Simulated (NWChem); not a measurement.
Program: NWChem. System: C₂H₃O, charge 0, spin multiplicity 4, at the geometry of a parent with another charge or spin, in a state set for the comparison that need not be this species' ground state. Its SCF solution wasn't tested for a lower state. Level: UB2PLYP/def2-SVP, 3 core orbitals frozen.

Input file:

```
start mol
memory heap 200 mb stack 900 mb global 1100 mb
geometry units angstroms nocenter noautoz
  C     -0.076194    -1.169360     0.000000
  C      0.425007     0.253601     0.000000
  O     -0.195949     1.260015     0.000000
  H      0.326847    -1.687263     0.884253
  H      0.326847    -1.687263    -0.884253
  H     -1.178980    -1.211044     0.000000
  symmetry group Cs
end
basis spherical
  * library def2-svp
end
dft
  xc hfexch 0.53 becke88 0.47 lyp 0.73 mp2 0.27
  dftmp2
  odft
  mult 4
  semidirect memsize 60000000 filesize 0
  iterations 100
end
mp2
  freeze core 3
end
task dft energy
```

NWChem printed:

```
             Northwest Computational Chemistry Package (NWChem) 7.3.0
             --------------------------------------------------------

                                NWChem Input Module
                                -------------------

 Scaling coordinates for geometry "geometry" by  1.889725989
 (inverse scale =  0.529177249)

 Turning off AUTOSYM since
 SYMMETRY directive was detected!

                             Geometry "geometry" -> ""
                             -------------------------

 Output coordinates in angstroms (scale by  1.889725989 to convert to a.u.)

  No.       Tag          Charge          X              Y              Z
 ---- ---------------- ---------- -------------- -------------- --------------
    1 C                    6.0000    -0.07619400    -1.16936000     0.00000000
    2 C                    6.0000     0.42500700     0.25360100     0.00000000
    3 O                    8.0000    -0.19594900     1.26001500     0.00000000
    4 H                    1.0000     0.32684700    -1.68726300     0.88425300
    5 H                    1.0000     0.32684700    -1.68726300    -0.88425300
    6 H                    1.0000    -1.17898000    -1.21104400     0.00000000

 Effective nuclear repulsion energy (a.u.)      62.8178256776

            Nuclear Dipole moment (a.u.)
            ----------------------------
        X                 Y               Z
 ---------------- ---------------- ----------------
     0.0000000000    -0.0000075589     0.0000000000

      Symmetry information
      --------------------

 Group name             Cs
 Group number              2
 Group order               2
 No. of unique centers     5

      Symmetry unique atoms

     1    2    3    4    6


 Summary of "ao basis" -> "" (spherical)
 ------------------------------------------------------------------------------
       Tag                 Description            Shells   Functions and Types
 ---------------- ------------------------------  ------  ---------------------
 *                          def2-svp                  on all atoms

  dft_input: which_mp2 not specified, using semidirect MP2 by default.
[...]
     2   0 2 0    -13.271955    -62.671381    -52.203569    101.602995
     2   0 1 1     -0.000000     -0.000000      0.000000      0.000000
     2   0 0 2    -13.731416    -11.211828     -8.104042      5.584454

                   NWChem MP2 Semi-direct Energy/Gradient Module
                   ---------------------------------------------

  Basis functions       =     57
  Molecular orbitals    =     57
  Frozen core           =      3
  Frozen virtuals       =      0
  Active alpha occupied =     10
  Active beta occupied  =      7
  Active alpha virtual  =     44
  Active beta virtual   =     47
  Use MO symmetry       = T
  Use skeleton AO sym   = T

  AO/Fock/Back tols     =   1.0D-09  1.0D-09  1.0D-09

 GA uses MA = F    GA memory limited = T

 Available:
  local mem=  4.43D+07
 global mem=  1.44D+08
 local disk=  0.00D+00
  mp2_memr nvloc                    44
  nvloc new                    44
   1 passes of  10:        3145728                      17847                   2468043.
   1 passes of  10: M     44324241           G      144172702           F      41178513.

 Semi-direct pass number   1 of   1  for UHF alpha       at        2.8s
  vrange nnbf                  1646
  mp2_eaftype                    10  avail_ma_in_mb                   386
 EAF : mp2_eaftype filesize          10    1234022.
  mp2_eaf for mointskh                     10
Node 0 wrote      5.8 Mb in      0.0 s     Agg I/O rate:  1182.7 Mb/s
 Done moints_semi at        3.3s
  mp2_eaftype                    10  avail_ma_in_mb                   386
 EAF : mp2_eaftype filesize          10    1234022.
  mp2_eaf for kh                    10
 Done maket at        3.4s
 Done multipass loop at        3.4s

 GA uses MA = F    GA memory limited = T

 Available:
  local mem=  4.43D+07
 global mem=  1.44D+08
 local disk=  0.00D+00
  mp2_memr nvloc                    47
  nvloc new                    47
   1 passes of   7:        3145728                      15017                   1846843.
   1 passes of   7: M     44324241           G      144172702           F      41178513.

 Semi-direct pass number   1 of   1  for UHF beta        at        3.4s
  vrange nnbf                  1646
  mp2_eaftype                    10  avail_ma_in_mb                   386
 EAF : mp2_eaftype filesize          10     923421.
  mp2_eaf for mointskh                     10
Node 0 wrote      4.3 Mb in      0.0 s     Agg I/O rate:  1198.3 Mb/s
 Done moints_semi at        3.9s
  mp2_eaftype                    10  avail_ma_in_mb                   386
 EAF : mp2_eaftype filesize          10     923421.
  mp2_eaf for kh                    10
 Done maket at        4.0s
 Done multipass loop at        4.0s

          -------------------------------------------
          DFT energy                    -152.555068602511
          Unscaled MP2 energy             -0.439912348493
          Total DFT+MP2 energy          -152.673844936604
          -------------------------------------------

 -----------------------
 Performance information
 -----------------------

 Timer overhead =  1.38D-07 seconds/call

               Nr. of calls         CPU time (s)                 Wall time (s)                GFlops
             ---------------    -------------------     ------------------------------   -------------------
Name         Min   Avg   Max    Min     Avg     Max     Min     Avg     Max   Mx/calls   Min     Max     Sum
mp2: moin     2     2     2    1.0     1.0     1.0      1.0     1.0     1.0    0.52      0.0     0.0     0.0
mp2: make     2     2     2   0.12    0.12    0.12     0.12    0.12    0.12    6.09E-2   0.0     0.0     0.0
mp2: tota     1     1     1    1.2     1.2     1.2      1.2     1.2     1.2     1.2      0.0     0.0     0.0

 The average no. of pstat calls per process was 5.00D+00
 with a timing overhead of 6.88D-07s

 Task  times  cpu:        3.9s     wall:        3.9s

 Total times  cpu:        4.0s     wall:        4.0s
```
